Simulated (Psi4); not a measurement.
**C3H2F+ (SMILES Fc1c[cH+]1) at PBE0/aug-cc-pVDZ**

What is the vertical singlet–triplet gap of C3H2F+ at PBE0/aug-cc-pVDZ? The job is set up through a Python script.

Program for the calculation: Psi4 1.11.

## 1. The structure to begin with

The species is C3H2F+ (6 atoms), meant as a singlet with charge +1. As SMILES, `Fc1c[cH+]1`. Geometry: relaxed at GFN2-xTB.

Bond lengths: F1–C2 1.251 Å, C2–C3 1.384 Å, C2–C4 1.384 Å, C3–C4 1.382 Å, C3–H5 1.077 Å, C4–H6 1.077 Å. Angles: F1–C2–C3 150.1°, F1–C2–C4 150.0°, C3–C2–C4 59.9°, C2–C3–C4 60.1°, C2–C4–C3 60.1°, C2–C3–H5 150.5°, C4–C3–H5 149.5°, C2–C4–H6 150.6°, C3–C4–H6 149.4°.

## 2. Energy and forces at PBE0/aug-cc-pVDZ

Input file c3h2f.xyz:

```xyz
6
C3H2F
F     -0.466690    -1.833010     0.722760
C     -0.178030    -0.700530     0.276220
C      0.660170     0.122710    -0.455960
C     -0.464080     0.648280     0.152430
H      1.540110     0.265140    -1.059800
H     -1.091470     1.497420     0.364360
```

Input file run.py:

```python
import psi4

psi4.set_memory(1600000000)
psi4.set_num_threads(1)
psi4.set_output_file('run.log', False)

with open('c3h2f.xyz') as f:
    atoms = ''.join(f.readlines()[2:])
m = psi4.geometry('1 1\n' + atoms + 'symmetry c1\nno_reorient\nno_com')

psi4.set_options({
    'basis': 'aug-cc-pVDZ',
    'puream': True,
    'e_convergence': 1e-09,
    'd_convergence': 1e-08,
    'scf_type': 'pk',
    'dft_radial_points': 99,
    'dft_spherical_points': 590,
})

energy_value, wavefunction = psi4.gradient("pbe0", return_wfn=True)
psi4.oeprop(wavefunction, "WIBERG_LOWDIN_INDICES", "LOWDIN_CHARGES", "MULLIKEN_CHARGES", title="PBE0")
print('gradient / Eh bohr^-1')
print(energy_value.np.round(6))
print(f'energy = {wavefunction.energy():.10f} Eh')
```

Run with:

```console
$ python run.py
```

run.log:

```text
[...]
  Running in c1 symmetry.
[...]
  Nuclear repulsion =  100.791066773351162
[...]
  Multiplicity = 1
[...]
  Nalpha       = 14
  Nbeta        = 14
[...]
    Number of basis functions: 110
[...]
   @RKS iter   1:  -214.63856594084621    9.47240e-02   4.10594e-03 ADIIS/DIIS
[...]
   @RKS iter  10:  -214.74288288415812   -1.16529e-12   3.73670e-09 DIIS
[...]
  @RKS Final Energy:  -214.74288288415812
   => Energetics <=
    Nuclear Repulsion Energy =            100.7910667733511616
    One-Electron Energy =                -484.4813330782352523
    Two-Electron Energy =                 189.3276044219451535
    DFT Exchange-Correlation Energy =     -20.3802210012192226
    Empirical Dispersion Energy =           0.0000000000000000
    VV10 Nonlocal Energy =                  0.0000000000000000
    Total Energy =                       -214.7428828841581208
[...]
 Multipole Moments:
 ------------------------------------------------------------------------------------
     Multipole            Electronic (a.u.)      Nuclear  (a.u.)        Total (a.u.)
 ------------------------------------------------------------------------------------
 L = 1.  Multiply by 2.5417464519 to convert [e a0] to [Debye]
 Dipole X            :          6.9673915           -6.8846691            0.0827224
 Dipole Y            :         27.3696545          -27.0453257            0.3243288
 Dipole Z            :        -10.7964669           10.6685244           -0.1279425
 Magnitude           :                                                    0.3583315
[...]
  -Total Gradient:
     Atom            X                  Y                   Z
    ------   -----------------  -----------------  -----------------
       1        0.001927703360     0.007737531588    -0.003030376419
       2       -0.008547266464    -0.034087766470     0.013357191246
       3        0.017848552239     0.013610727378    -0.014650701935
       4       -0.007940457158     0.025396886503    -0.000688121842
       5       -0.008198633759    -0.003342566351     0.006060402973
       6        0.004910169713    -0.009314580214    -0.001048481315
[...]
  Mulliken Charges: (a.u.)
   Center  Symbol    Alpha    Beta     Spin     Total
       1     F     4.61879  4.61879  0.00000 -0.23758
       2     C     2.79810  2.79810  0.00000  0.40381
       3     C     2.65379  2.65379  0.00000  0.69241
       4     C     2.65437  2.65437  0.00000  0.69125
       5     H     0.63756  0.63756  0.00000 -0.27511
       6     H     0.63739  0.63739  0.00000 -0.27478
   Total alpha = 14.00000, Total beta = 14.00000, Total charge =  1.00000
  Lowdin Charges: (a.u.)
   Center  Symbol    Alpha    Beta     Spin     Total
[...]
```

The script printed:

```text
gradient / Eh bohr^-1
[[ 0.001928  0.007738 -0.00303 ]
 [-0.008547 -0.034088  0.013357]
 [ 0.017849  0.013611 -0.014651]
 [-0.00794   0.025397 -0.000688]
 [-0.008199 -0.003343  0.00606 ]
 [ 0.00491  -0.009315 -0.001048]]
energy = -214.7428828842 Eh
```

Run time: 20 s. Hardware: 1 thread of Intel Xeon 6975P-C (Granite Rapids), shared host; peak memory 0.55 GiB.

## 3. The triplet: the energy at UPBE0/aug-cc-pVDZ

c3h2f.xyz is that of step 2.

Input file job.py:

```python
import psi4

psi4.set_memory(1600000000)
psi4.set_num_threads(1)
psi4.set_output_file('c3h2f.out', False)

with open('c3h2f.xyz') as f:
    atoms = ''.join(f.readlines()[2:])
m = psi4.geometry('1 3\n' + atoms + 'symmetry c1')

psi4.set_options({
    'reference': 'uks',
    'puream': True,
    'e_convergence': 1e-09,
    'd_convergence': 1e-08,
    'scf_type': 'pk',
    'dft_radial_points': 99,
    'dft_spherical_points': 590,
    'maxiter': 200,
})

e, wfn = psi4.energy("pbe0/aug-cc-pVDZ", return_wfn=True)
psi4.oeprop(wfn, "DIPOLE", "WIBERG_LOWDIN_INDICES", "MAYER_INDICES", title="PBE0")
print(f'pbe0/aug-cc-pVDZ energy: {e:.10f} Eh')
```

Run with:

```console
$ python job.py
```

c3h2f.out:

```text
[...]
  Running in c1 symmetry.
[...]
  Nuclear repulsion =  100.791066773351162
[...]
  Multiplicity = 3
[...]
  Nalpha       = 15
  Nbeta        = 13
[...]
    Number of basis functions: 110
[...]
   @UKS iter   1:  -214.17611214634724    5.57178e-01   7.26243e-03 ADIIS/DIIS
[...]
   @UKS iter  21:  -214.51235562681936   -1.80478e-11   8.14806e-09 DIIS
[...]
   @S^2 Observed:                2.027027551E+00
[...]
    Orbital Energies [Eh]
    ---------------------
    Alpha Occupied:
       1A    -25.197234     2A    -10.727486     3A    -10.565754
       4A    -10.565222     5A     -1.664876     6A     -1.282248
       7A     -0.982989     8A     -0.933331     9A     -0.855318
      10A     -0.849904    11A     -0.846197    12A     -0.695675
      13A     -0.688117    14A     -0.681542    15A     -0.405418
    Alpha Virtual:
      16A     -0.299439    17A     -0.202751    18A     -0.142638
      19A     -0.140418    20A     -0.121964    21A     -0.108949
      22A     -0.107225    23A     -0.092492    24A     -0.062975
      25A     -0.051160    26A     -0.049640    27A     -0.048817
[...]
  @UKS Final Energy:  -214.51235562681936
   => Energetics <=
    Nuclear Repulsion Energy =            100.7910667733511616
    One-Electron Energy =                -483.6000155385690391
    Two-Electron Energy =                 188.6458768984973631
    DFT Exchange-Correlation Energy =     -20.3492837600988032
    Empirical Dispersion Energy =           0.0000000000000000
    VV10 Nonlocal Energy =                  0.0000000000000000
    Total Energy =                       -214.5123556268193568
[...]
 Multipole Moments:
 ------------------------------------------------------------------------------------
     Multipole            Electronic (a.u.)      Nuclear  (a.u.)        Total (a.u.)
 ------------------------------------------------------------------------------------
 L = 1.  Multiply by 2.5417464519 to convert [e a0] to [Debye]
 Dipole X            :         -0.7705708            0.9947838            0.2242130
 Dipole Y            :         -3.0283187            3.9076970            0.8793783
 Dipole Z            :          1.1939799           -1.5413288           -0.3473489
 Magnitude           :                                                    0.9717144
[...]
```

The script printed:

```text
pbe0/aug-cc-pVDZ energy: -214.5123556268 Eh
```

It took 38 s on 1 thread of Intel Xeon 6975P-C (Granite Rapids), shared host; peak memory 0.54 GiB.

## 4. Summary of results

Level: PBE0/aug-cc-pVDZ.

| quantity | value |
| --- | --- |
| singlet: total energy | -214.74288 Eh |
| singlet: HOMO energy | -17.01 eV |
| singlet: LUMO energy | -8.16 eV |
| singlet: HOMO–LUMO gap | 8.86 eV |
| singlet: largest force on an atom | 1.933 eV/Å |
| triplet: total energy | -214.51236 Eh |
| triplet: HOMO energy (highest over α and β) | -11.03 eV |
| triplet: ⟨S²⟩ | 2.027 |
| vertical energy of the triplet above the singlet | 6.273 eV |

In words: At this shape the triplet lies 6.27 eV (145 kcal/mol) above the singlet. The largest force (singlet) is 1.93 eV/Å: the shape isn't a stationary point for this species at this level.
